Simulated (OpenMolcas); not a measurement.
# BH3S (SMILES BS) at 6 levels

Wanted: a comparison of 6 runs (PBE/STO-3G, SVWN5/STO-3G, r2SCAN/STO-3G, MP2/STO-3G, ACPF/STO-3G, CISD/STO-3G) of BH3S. 

The results are computed with OpenMolcas 26.06.

1 further run of the same task is left out (set aside as unsound or not needed).

### Step 1. The structure to begin with

The species is BH3S (5 atoms), meant as a singlet with charge 0. SMILES: `BS`. The shape is that of a PBE0-D4/def2-TZVP optimisation.

Bond lengths: B1–S2 1.765 Å, B1–H3 1.192 Å, B1–H4 1.190 Å, S2–H5 1.344 Å. Angles: B1–S2–H5 99.2°, S2–B1–H3 115.8°, S2–B1–H4 121.4°, H3–B1–H4 122.7°.

### Step 2. A single-point energy at PBE/STO-3G (run 1)

The input, geom.xyz:

```xyz
5

B     -0.392100    -0.421000     0.088100
S      0.161700     1.236900    -0.154300
H     -1.562900    -0.556400     0.264200
H      0.367100    -1.337600     0.074200
H      1.476100     1.004400    -0.313600
```

The input, test.input:

```
* BH3S Kohn-Sham DFT
&gateway
baslib = $CurrDir
coord = geom.xyz
basis = STO-3G
group = NoSym
&seward
gridinput
Grid=UltraFine
End of Grid
&scf
ksdft = PBE
thresholds = 1e-10 1e-07 1e-07 1e-05
prorbitals = 1 1
```

The basis set STO-3G is read from a file made from the Basis Set Exchange's data (not shown).

On the command line:

```sh
$ export MOLCAS_MEM=1860
$ pymolcas test.input > test.log
```

Standard output:

```text
--- Start Module: gateway ---
[...]
--- Stop Module: gateway /rc=_RC_ALL_IS_WELL_ ---
--- Start Module: seward ---
[...]
      Basis functions           17
--- Stop Module: seward /rc=_RC_ALL_IS_WELL_ ---
--- Start Module: scf ---
[...]
       Convergence after  12 Iterations
[...]
::    Total KS-DFT energy                            -419.8959727992
[...]
      Total spin, S                                     0.0000000000
[...]
      Total electronic charge=   24.000000
      Total            charge=   -0.000000
[...]
      Dipole Moment (debye):
      Origin of the operator (angstrom)=    0.0247    0.7394   -0.0856
                   X=  1.2227E+00               Y=  7.8089E-01               Z= -2.4775E-01           Total=  1.4718E+00
      Quadrupole Moment (debye*angstrom):
[...]
--- Stop Module: scf /rc=_RC_ALL_IS_WELL_ ---
[...]
```

Run time: 4.2 s. Hardware: 1 thread of Arm Neoverse V2, shared host; peak memory 0.37 GiB.

### Step 3. A single-point energy at SVWN5/STO-3G (run 2)

geom.xyz is that of step 2.

The input, test.inp:

```
* BH3S Kohn-Sham DFT

&GATEWAY
 BASLIB
 $CurrDir
 COORD
 geom.xyz
 BASIS
 STO-3G
 GROUP
 NoSym

&SEWARD
 GRIDINPUT
 Grid=UltraFine
 End of Grid

&SCF
 KSDFT
 SVWN5
 THRESHOLDS
 1e-10 1e-07 1e-07 1e-05
 PRORBITALS
 1 1
```

The basis set STO-3G is read from a file made from the Basis Set Exchange's data (not shown).

On the command line:

```sh
$ export MOLCAS_MEM=1860
$ pymolcas test.inp > test.log
```

Standard output:

```text
--- Start Module: gateway ---
[...]
--- Stop Module: gateway /rc=_RC_ALL_IS_WELL_ ---
--- Start Module: seward ---
[...]
      Basis functions           17
--- Stop Module: seward /rc=_RC_ALL_IS_WELL_ ---
--- Start Module: scf ---
[...]
       Convergence after  12 Iterations
[...]
::    Total KS-DFT energy                            -418.4071754177
[...]
      Total spin, S                                     0.0000000000
[...]
      Total electronic charge=   24.000000
      Total            charge=   -0.000000
[...]
      Dipole Moment (debye):
      Origin of the operator (angstrom)=    0.0247    0.7394   -0.0856
                   X=  1.3177E+00               Y=  7.5948E-01               Z= -2.5881E-01           Total=  1.5428E+00
      Quadrupole Moment (debye*angstrom):
[...]
--- Stop Module: scf /rc=_RC_ALL_IS_WELL_ ---
[...]
```

Wall time 3.6 s (1 thread of Arm Neoverse V2, shared host); peak memory 0.37 GiB.

Runs 3 to 5 aren't shown in full; the table further down has their settings and results.

### Step 4. The energy at CISD/STO-3G (run 6)

geom.xyz is that of step 3.

The input, test.inp:

```
* BH3S CISD

&GATEWAY
  BASLIB
  $CurrDir
  COORD
  geom.xyz
  BASIS
  STO-3G
  GROUP
  NoSym

&SEWARD

&SCF
  THRESHOLDS
  1e-10 1e-07 1e-07 1e-05
  PRORBITALS
  1 1

&MOTRA
  FROZEN
  6

&GUGA
  ELECTRONS
  12
  SPIN
  1
  INACTIVE
  6
  ACTIVE
  0
  CIALL
  1

&CPF
  SDCI
```

The basis set STO-3G is read from a file made from the Basis Set Exchange's data (not shown).

On the command line:

```sh
$ export MOLCAS_MEM=1860
$ pymolcas test.inp > test.log
```

Standard output:

```text
--- Start Module: gateway ---
[...]
--- Stop Module: gateway /rc=_RC_ALL_IS_WELL_ ---
[...]
      Basis functions           17
[...]
       Convergence after  10 Iterations
[...]
::    Total SCF energy                               -419.3000458756
[...]
      Total spin, S                                     0.0000000000
[...]
      *** WARNING: Default frozen orbitals is overwritten by user input.
      *** Default values:   6
[...]
--- Start Module: guga ---
[...]
--- Stop Module: guga /rc=_RC_ALL_IS_WELL_ ---
--- Start Module: cpf ---
[...]
      Active orbitals                            0       0
[...]
      Spin quantum number                      0.0
[...]
     FINAL CI ENERGY          -419.38887122
     FINAL CORRELATION ENERGY   -0.08882534  REFERENCE ENERGY    -419.30004588
[...]
     REL. CI ENERGY           -419.38887122
[...]
      Total electronic charge=   24.000000
      Total            charge=    0.000000
[...]
      Dipole Moment (debye):
      Origin of the operator (angstrom)=    0.0247    0.7394   -0.0856
                   X=  1.0869E+00               Y=  6.4466E-01               Z= -2.1530E-01           Total=  1.2819E+00
      Quadrupole Moment (debye*angstrom):
[...]
--- Stop Module: cpf /rc=_RC_ALL_IS_WELL_ ---
[...]
```

It took 2.2 s on 1 thread of Arm Neoverse V2, shared host; peak memory 0.37 GiB.

### Step 5. The series

```tsv
run	level	integration grid	frozen core orbitals	energy (Eh)	dipole moment (D) of the reference	HOMO energy (eV)	LUMO energy (eV)	wall time
1	PBE/STO-3G	UltraFine	–	-419.895973	1.47	-4.51	1.24	4.2 s
2	SVWN5/STO-3G	UltraFine	–	-418.407175	1.54	-4.48	1.20	3.6 s
3	r2SCAN/STO-3G	UltraFine	–	-420.095653	1.36	-4.70	1.61	4.8 s
4	MP2/STO-3G	–	6	-419.367910	0.88	-8.38	7.19	2.6 s
5	ACPF/STO-3G	–	6	-419.394320	0.88	-8.38	7.19	2 s
6	CISD/STO-3G	–	6	-419.388871	0.88	-8.38	7.19	2.2 s
```

### Step 6. Results

| quantity | value |
| --- | --- |
| run 6: total energy | -419.38887 Eh |
| run 6: dipole moment (mean-field density) | 0.88 D |
| run 6: HOMO energy (Hartree–Fock orbitals) | -8.38 eV |
| run 6: LUMO energy (Hartree–Fock orbitals) | 7.19 eV |
| run 6: HOMO–LUMO gap (Hartree–Fock orbitals) | 15.57 eV |
| run 6: correlation energy (6 core orbitals frozen) | -88.8 mEh |

In words: Over runs 1, 2, 3 the dipole moment (its size) runs from 1.36 D (r2SCAN/STO-3G) to 1.54 D (SVWN5/STO-3G). Over runs 1, 2, 3 the HOMO–LUMO gap runs from 5.68 eV (SVWN5/STO-3G) to 6.31 eV (r2SCAN/STO-3G). Totals of different functionals can't be ranked against each other. In runs 1, 2, 3, 4, 5, 6 the basis is minimal, so the values are rough. All runs together took 19 s, the longest 4.8 s.
